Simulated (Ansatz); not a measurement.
Energy needed to pull apart CH$_{4}$Si$_{2}$, singlet, into free ground-state atoms, from the structure below (displaced at random from a GFN2-xTB minimum); no zero-point or spin–orbit terms; open-shell atoms are treated unrestricted, in their ground-state multiplicity.

```json
{"atom": "Si1", "x (Å)": "-1.5867", "y (Å)": "-1.1218", "z (Å)": "-0.7068"}
{"atom": "C2", "x (Å)": "-0.5754", "y (Å)": "0.0849", "z (Å)": "-0.7548"}
{"atom": "Si3", "x (Å)": "0.8994", "y (Å)": "0.6018", "z (Å)": "0.3042"}
{"atom": "H4", "x (Å)": "-2.7211", "y (Å)": "-2.1349", "z (Å)": "-0.7408"}
{"atom": "H5", "x (Å)": "1.6589", "y (Å)": "1.7255", "z (Å)": "-0.3208"}
{"atom": "H6", "x (Å)": "0.5007", "y (Å)": "1.1247", "z (Å)": "1.7125"}
{"atom": "H7", "x (Å)": "1.9058", "y (Å)": "-0.3917", "z (Å)": "0.5529"}
```

Computed with Ansatz 0.2.0 (basis: def2-TZVPP); correlated methods freeze the cores.

```tsv
method	atomization energy (kJ/mol)
PBE-D4	2041
revPBE-D4	?
r2SCAN-D4	2028
PBE0-D4	1998
CAM-B3LYP-D4	2006
wB97M-V	2017
HF	?
MP2	1994
CCSD	1925
CCSD(T)	1973
```

Task: What does revPBE-D4 give? (Judge from chemistry; the value comes from the calculation.)

Result: Computed: 2002 kJ/mol, which is about 29 kJ/mol more than CCSD(T)/def2-TZVPP.

Task: What does HF give? (An estimate is asked for; the value comes from the calculation.)

Result: The calculation gives: 1384 kJ/mol, which is about 589 kJ/mol less than CCSD(T)/def2-TZVPP.

In triple zeta the MP2 and coupled-cluster atomization energies are still short of their basis limit by a few kcal/mol a bond, whereas those of the functionals are nearly converged, so these differences are not deviations from converged CCSD(T).

The T1 diagnostic stays at or below 0.021. The restricted Hartree–Fock reference is unstable towards an unrestricted one here.

For scale, one of the runs: CCSD(T)/def2-TZVPP forces, 171 basis functions (an equivalent command: `ansatz run in.yaml --threads 4`). The run took 46 s on 4 CPU threads (shared host), with 2.5 GiB of host memory at its peak.
